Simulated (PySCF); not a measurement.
Gas-phase reaction: 2 BH2 + 2 NH3 → 2 H2BNH2 + H2

Method: PySCF energies plus ideal-gas RRHO corrections (1 bar). S°(298 K) at PBE0/def2-TZVP differs from the NASA 1993 table for BH2 (+14 J/mol/K); whether the harmonic model or the table's entry is off was not settled. † marks an energy on the PBE0/def2-TZVP geometry and frequencies. MP2 and CCSD(T) freeze the core. Open shells (unrestricted): BH2 (multiplicity 2); the rest are closed-shell singlets. H2BNH2: computed as isolated molecules; such fragments, hydroxides, amides, oligomers or adducts are transient or little studied in the gas. MP2 isn't extrapolated to the basis-set limit; its ΔH°(298 K) is -746.9 kJ in def2-SVP and -721.6 kJ in def2-TZVPP. CCSD(T) isn't extrapolated to the basis-set limit; its ΔH°(298 K) is -742.0 kJ in def2-SVP and -713.4 kJ in def2-TZVPP. The harmonic model lacks anharmonicity and excited electronic states, which grow with temperature; levels with a mode under 35 cm⁻¹ are left out.

```tsv
level	ΔE electronic, kJ	ΔH°(298 K), kJ	ΔS°(298 K), J/K	ΔG°(1000 K), kJ
CCSD(T)/def2-SVP†	-755	-742	-186	-556
HF/def2-TZVP†	-604	-592	-186	-406
M06-2X/def2-TZVP†	-748	-736	-186	-550
MP2/def2-SVP†	-760	-747	-186	-561
PBE0/def2-QZVP†	-724	-712	-186	-526
```
ΔH° is lowest at MP2/def2-SVP† and highest at HF/def2-TZVP†. No reference value is set beside these.
